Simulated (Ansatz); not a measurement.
The input, for Ansatz 0.2.0:

```yaml
crystal:
  periodic: [false, false, false]
  atoms:
    - {symbol: B, position_ang: [0.000000, 0.000000, 1.831000]}
    - {symbol: Ge, position_ang: [0.000000, 0.000000, -0.074500]}
    - {symbol: N, position_ang: [0.000000, 0.000000, -1.756500]}
basis:
  gaussian: {orbitals: "6-31G*"}
magnetization: {spin_polarized: false, initial_magnetization: 4}
correlation: {method: bccd, electrons: outside_noble_gas}
accuracy: high
```

```sh
$ ansatz run in.yaml --threads 1 --pin off --events-out ev --progress --plain --max-ram 2393MiB
```

Q: Roughly how long does this take on 1 thread of Intel Xeon, shared host, and how much host memory?

A: 1.7 min wall and 0.32 GiB.

```
1157 factors; integrals over basis functions are off by at most 3.6e-9 eV
mean field evaluation 1: about -58608.5466 eV, gradient 2.2e1 eV
mean field evaluation 2: about -58608.5825 eV, gradient 2.2e1 eV
mean field evaluation 4: about -58611.0717 eV, gradient 6.6e0 eV
mean field evaluation 8: about -58611.9434 eV, gradient 8.7e-1 eV
mean field evaluation 16: about -58611.9663 eV, gradient 3.3e-5 eV
mean field evaluation 32: about -58610.7693 eV, gradient 8.9e0 eV
mean field evaluation 64: about -58607.8900 eV, gradient 9.1e-3 eV
mean field evaluation 96: about -58611.9558 eV, gradient 6.1e-1 eV
mean field evaluation 128: about -58610.3476 eV, gradient 1.2e0 eV
mean field evaluation 160: about -58605.5342 eV, gradient 2.3e-2 eV
...
cycle  19  -7.52087945 eV  change    1.4e-7 eV  update   1.7e-7
cycle  20  -7.52087947 eV  change   -1.9e-8 eV  update   7.8e-8
cycle  21  -7.52087952 eV  change   -4.8e-8 eV  update   4.8e-8
cycle  22  -7.52087905 eV  change    4.6e-7 eV  update   1.0e-7
cycle  23  -7.52087908 eV  change   -2.2e-8 eV  update   3.7e-8
cycle  24  -7.52087905 eV  change    2.6e-8 eV  update   1.7e-8
cycle  25  -7.52087905 eV  change    2.2e-9 eV  update   9.4e-9
cycle  26  -7.52087905 eV  change   -1.0e-9 eV  update   5.3e-9
cycle  27  -7.52087905 eV  change    2.3e-9 eV  update   2.8e-9
cycle  28  -7.52087905 eV  change   3.3e-10 eV  update   1.4e-9
Total energy: -58619.48720923 eV, -2154.2264212236 hartree
```
